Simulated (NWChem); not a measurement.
System meant: isobutane (C$_{4}$H$_{10}$); SMILES CC(C)C

The following NWChem deck was run.

```
start job
memory heap 200 mb stack 900 mb global 1100 mb
geometry units angstroms noautosym nocenter noautoz
  C      0.467143     1.385255    -0.096131
  C      0.000000     0.000000     0.373368
  C      0.966094    -1.097185    -0.096131
  C     -1.433237    -0.288070    -0.096131
  H      1.478656     1.609201     0.263732
  H      0.484847     1.440395    -1.192770
  H     -0.201060     2.176262     0.265226
  H      0.000000     0.000000     1.473910
  H      1.985228    -0.914008     0.265226
  H      1.004995    -1.140087    -1.192770
  H      0.654281    -2.085154     0.263732
  H     -1.784168    -1.262254     0.265226
  H     -2.132937     0.475953     0.263732
  H     -1.489842    -0.300307    -1.192770
end
basis spherical
  C library def2-svp
  H library def2-svp
end
dft
  xc m06-2x
  iterations 150
end
property
  shielding 5 1 2 5 6 8
end
task dft property
```

End of the output:

```
 Vector   20  Occ=0.000000D+00  E= 1.496323D-01
              MO Center=  1.5D-02, -4.1D-02,  7.5D-02, r^2= 8.7D+00
   Bfn.  Coefficient  Atom+Function         Bfn.  Coefficient  Atom+Function
  ----- ------------  ---------------      ----- ------------  ---------------
     3      2.179181   1 C  s                45     -1.783277   4 C  s
    93      1.168394  12 H  s                58     -1.141177   5 H  s
    63     -0.846459   6 H  s                88      0.809701  11 H  s
    68     -0.692047   7 H  s               103      0.692692  14 H  s
    78     -0.476344   9 H  s                22     -0.414622   2 C  py

 center of mass
 --------------
 x =   0.00000000 y =   0.00000003 z =   0.01620776

 moments of inertia (a.u.)
 ------------------
         233.249797779489          -0.000037102518           0.000000000000
          -0.000037102518         233.249705506685           0.000004323657
           0.000000000000           0.000004323657         402.826393907263

     Multipole analysis of the density
     ---------------------------------

     L   x y z        total         alpha         beta         nuclear
     -   - - -        -----         -----         ----         -------
     0   0 0 0     -0.000000    -17.000000    -17.000000     34.000000

     1   1 0 0     -0.000003     -0.000002     -0.000002     -0.000000
     1   0 1 0     -0.000000     -0.000001     -0.000001      0.000002
     1   0 0 1      0.034989      0.024747      0.024747     -0.014506

     2   2 0 0    -21.288581    -76.758671    -76.758671    132.228762
     2   1 1 0      0.000000     -0.000009     -0.000009      0.000018
     2   1 0 1      0.000005      0.000003      0.000003     -0.000000
     2   0 2 0    -21.288562    -76.758685    -76.758685    132.228808
     2   0 1 1     -0.000000      0.000002      0.000002     -0.000004
     2   0 0 2    -21.001915    -24.540548    -24.540548     28.079181

          -----------------------------------------
          Chemical Shielding Tensors (GIAO, in ppm)
          -----------------------------------------

 ------------------------------------------------------------------------
  xm06: d2 not coded                    0
 ------------------------------------------------------------------------
 ------------------------------------------------------------------------
  current input line :
    30: task dft property
 ------------------------------------------------------------------------
 ------------------------------------------------------------------------
 This error has not yet been assigned to a category
 ------------------------------------------------------------------------
 For more information see the NWChem manual at https://nwchemgit.github.io

0: xm06: d2 not coded:Received an Error in Communication
```

### Question
Can this run be used? If not, why, and what is the fix?

### Answer
The program stopped with an error. Cause: this functional's second derivatives, which shieldings need, aren't coded here; the fix takes a hybrid GGA instead. This input runs:
```
start job
memory heap 200 mb stack 900 mb global 1100 mb
geometry units angstroms noautosym nocenter noautoz
  C      0.467143     1.385255    -0.096131
  C      0.000000     0.000000     0.373368
  C      0.966094    -1.097185    -0.096131
  C     -1.433237    -0.288070    -0.096131
  H      1.478656     1.609201     0.263732
  H      0.484847     1.440395    -1.192770
  H     -0.201060     2.176262     0.265226
  H      0.000000     0.000000     1.473910
  H      1.985228    -0.914008     0.265226
  H      1.004995    -1.140087    -1.192770
  H      0.654281    -2.085154     0.263732
  H     -1.784168    -1.262254     0.265226
  H     -2.132937     0.475953     0.263732
  H     -1.489842    -0.300307    -1.192770
end
basis spherical
  C library def2-svp
  H library def2-svp
end
dft
  xc pbe0
  iterations 150
end
property
  shielding 5 1 2 5 6 8
end
task dft property
```
It converges to -158.14002 Ha (PBE0/def2-SVP, GIAO).
